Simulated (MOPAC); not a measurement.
MOPAC input (PM6):

```
PM6 PRECISE GNORM=0.05 LET XYZ UHF MS=0.5 GEO-OK AUX(PRECISION=9) THREADS=1
C3H8N

N     0.00050850 1    0.05505915 1    0.21829074 1
C     0.00176132 1    1.42665324 1    0.07760598 1
C     1.21886028 1   -0.65170039 1   -0.11593847 1
C    -1.22078552 1   -0.64895999 1   -0.11094661 1
H     0.93451484 1    1.93798604 1    0.26489020 1
H    -0.92906689 1    1.94007936 1    0.26870335 1
H     1.36171805 1   -0.73955939 1   -1.20323368 1
H     1.19291628 1   -1.65514888 1    0.31148623 1
H     2.07484105 1   -0.12021475 1    0.29928959 1
H    -1.36828861 1   -0.73649284 1   -1.19764770 1
H    -2.07386374 1   -0.11555460 1    0.30777843 1
H    -1.19534696 1   -1.65246620 1    0.31637296 1
```

From the last part of the output:

```
                                                       MOPAC v23.2.5 Linux

          FINAL HEAT OF FORMATION =         15.47438 KCAL/MOL =      64.74480 KJ/MOL

          COSMO AREA              =        109.43 SQUARE ANGSTROMS
          COSMO VOLUME            =         95.31 CUBIC ANGSTROMS

          GRADIENT NORM           =          0.04345          =       0.01254 PER ATOM
          IONIZATION POTENTIAL    =          7.386618 EV
          ALPHA SOMO LUMO (EV)    =         -7.387  2.489
          BETA  SOMO LUMO (EV)    =         -9.461  1.687
          NO. OF ALPHA ELECTRONS  =         13
          NO. OF BETA  ELECTRONS  =         12
          MOLECULAR WEIGHT        =         58.1029         POINT GROUP:  Cs

          MOLECULAR DIMENSIONS (Angstroms)

            Atom       Atom       Distance
            H     8    H     6     4.24292
            H    12    H     5     3.69382
            H    11    H     7     1.53946

          SCF CALCULATIONS        =         38

   ATOM   CHEMICAL          X               Y               Z
  NUMBER   SYMBOL      (ANGSTROMS)     (ANGSTROMS)     (ANGSTROMS)

     1       N          0.00061207  *   0.06240397  *   0.26367972  *
     2       C          0.00188336  *   1.42445112  *   0.13617530  *
     3       C          1.24152508  *  -0.65808087  *  -0.12439147  *
     4       C         -1.24351442  *  -0.65527844  *  -0.11925337  *
     5       H          0.91484279  *   1.98364821  *   0.13885735  *
     6       H         -0.90980664  *   1.98568091  *   0.14255055  *
     7       H          1.38015609  *  -0.72627942  *  -1.21449481  *
     8       H          1.22473713  *  -1.67821235  *   0.29078161  *
     9       H          2.11986288  *  -0.14415482  *   0.30028992  *
    10       H         -1.38683357  *  -0.72307961  *  -1.20876057  *
    11       H         -2.11887107  *  -0.13944318  *   0.30911428  *
    12       H         -1.22724966  *  -1.67547182  *   0.29576749  *

                             CARTESIAN COORDINATES

   1    N        0.000612071     0.062403973     0.263679718
   2    C        0.001883357     1.424451118     0.136175305
   3    C        1.241525075    -0.658080871    -0.124391471
   4    C       -1.243514424    -0.655278439    -0.119253371
   5    H        0.914842788     1.983648208     0.138857352
   6    H       -0.909806640     1.985680907     0.142550548
   7    H        1.380156088    -0.726279424    -1.214494811
   8    H        1.224737133    -1.678212347     0.290781611
   9    H        2.119862876    -0.144154821     0.300289917
  10    H       -1.386833569    -0.723079611    -1.208760569
  11    H       -2.118871072    -0.139443175     0.309114281
  12    H       -1.227249655    -1.675471815     0.295767494

           Empirical Formula: C3 H8 N  =    12 atoms

      MOLECULAR POINT GROUP   :   Cs

          ALPHA EIGENVALUES
 -31.19563 -25.16496 -24.43298 -20.53670 -16.42166 -16.11273 -15.68821 -13.72559
 -13.21979 -12.99381 -12.53342 -10.93638  -7.38662   2.48900   4.43596   5.08089
   5.44122   5.48593   5.59593   6.05721   6.26444   6.27405   6.85601   6.93881

           BETA EIGENVALUES
 -30.87803 -25.11019 -24.28846 -20.22077 -16.25947 -15.93500 -15.39694 -13.68863
 -13.11824 -12.96081 -12.35763  -9.46051   1.68743   2.88482   4.67490   5.20216
   5.45943   5.57331   5.63349   6.10634   6.28670   6.69045   7.06724   7.15841

              NET ATOMIC CHARGES AND DIPOLE CONTRIBUTIONS

  ATOM NO.   TYPE          CHARGE      No. of ELECS.   s-Pop       p-Pop
    1          N          -0.061104        5.0611     1.49512     3.56598
    2          C          -0.460078        4.4601     1.11243     3.34765
    3          C          -0.348526        4.3485     1.09185     3.25668
    4          C          -0.348521        4.3485     1.09184     3.25668
    5          H           0.158898        0.8411     0.84110
    6          H           0.158896        0.8411     0.84110
    7          H           0.140084        0.8599     0.85992
    8          H           0.150740        0.8493     0.84926
    9          H           0.159396        0.8406     0.84060
   10          H           0.140084        0.8599     0.85992
   11          H           0.159392        0.8406     0.84061
   12          H           0.150741        0.8493     0.84926
 DIPOLE           X         Y         Z       TOTAL
 POINT-CHG.    -0.003    -1.559    -0.495     1.635
 HYBRID        -0.001    -0.022    -0.513     0.513
 SUM           -0.004    -1.581    -1.008     1.875

          ATOMIC ORBITAL ELECTRON POPULATIONS

     Atom    s        px        py        pz
    1  N   1.49512   1.01623   1.05279   1.49696
    2  C   1.11243   1.14585   0.92171   1.28010
    3  C   1.09185   1.00349   1.11305   1.14015
    4  C   1.09184   1.00259   1.11351   1.14059
    5  H   0.84110
    6  H   0.84110
    7  H   0.85992
    8  H   0.84926
    9  H   0.84060
   10  H   0.85992
   11  H   0.84061
   12  H   0.84926

                    (SZ)    =    0.500000
                    (S**2)  =    0.756323

          ATOMIC ORBITAL SPIN POPULATIONS

    Atom   Total    s     px     py     pz
         Atomic
    1  N  0.2534  0.059  0.010  0.008  0.176
    2  C  0.7431  0.015  0.027  0.015  0.686
    3  C  0.0187  0.004  0.010  0.003  0.002
    4  C  0.0187  0.004  0.011  0.002  0.002
    5  H -0.0236 -0.024
    6  H -0.0236 -0.024
    7  H  0.0076  0.008
    8  H -0.0006 -0.001
    9  H -0.0003 -0.000
   10  H  0.0076  0.008
   11  H -0.0003 -0.000
   12  H -0.0006 -0.001

 **********************
 *                    *
 * JOB ENDED NORMALLY *
 *                    *
 **********************

 == MOPAC DONE ==
```
